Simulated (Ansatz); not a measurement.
Relaxation of CH₃NO₃S (9 atoms, charge 0, multiplicity 1), to a largest force component of 0.02 eV/Å in at most 40 steps.

Computed with RKS PBE0-D4/STO-3G (Ansatz 0.2.0).

```xyz
9
Properties=species:S:1:pos:R:3
N -0.229 -0.080 -1.797
C 0.138 0.077 -0.532
O -0.179 1.031 0.163
H -0.838 0.601 -2.229
H 0.033 -0.893 -2.325
H 0.775 -0.722 -0.122
O -1.110 -0.061 2.549
S 0.189 0.509 2.298
O 1.221 -0.463 1.996
```

**Question.** Where does it end, and by what steps?

**Answer.** It converged. Limits of this set-up: minimal basis. After 16 steps the energy has fallen by 2.185 eV; O9 moved furthest, 0.49 Å. The start is strongly strained (largest force component 12 eV/Å).

| step | energy less start (eV) | largest force component (eV/Å) | accepted |
| --- | --- | --- | --- |
| 0 | 0.0000 | 11.802 | yes |
| 1 | -1.6715 | 4.620 | yes |
| 2 | -1.9539 | 1.314 | yes |
| 3 | -1.8702 | 2.489 | no |
| 4 | -2.0984 | 0.662 | yes |
| 5 | -2.1282 | 0.422 | yes |
| 6 | -2.1381 | 0.637 | yes |
| 7 | -2.1663 | 0.588 | yes |
| 8 | -2.1735 | 0.414 | yes |
| 9 | -2.1816 | 0.113 | yes |
| 10 | -2.1835 | 0.101 | yes |
| 11 | -2.1830 | 0.294 | no |
| 12 | -2.1842 | 0.032 | yes |
| 13 | -2.1840 | 0.078 | no |
| 14 | -2.1845 | 0.040 | yes |
| 15 | -2.1846 | 0.039 | yes |
| 16 | -2.1847 | 0.015 | yes |

```xyz
9
Properties=species:S:1:pos:R:3
N -0.042 -0.032 -1.879
C 0.028 0.210 -0.502
O -0.451 1.215 0.083
H -0.743 0.492 -2.438
H 0.138 -0.999 -2.206
H 0.637 -0.536 0.169
O -1.058 -0.102 2.813
S 0.364 0.488 2.359
O 1.126 -0.736 1.600
```

Run time: 61 s on 1 thread of Arm Neoverse N1, on a shared host, peak memory 0.14 GiB.
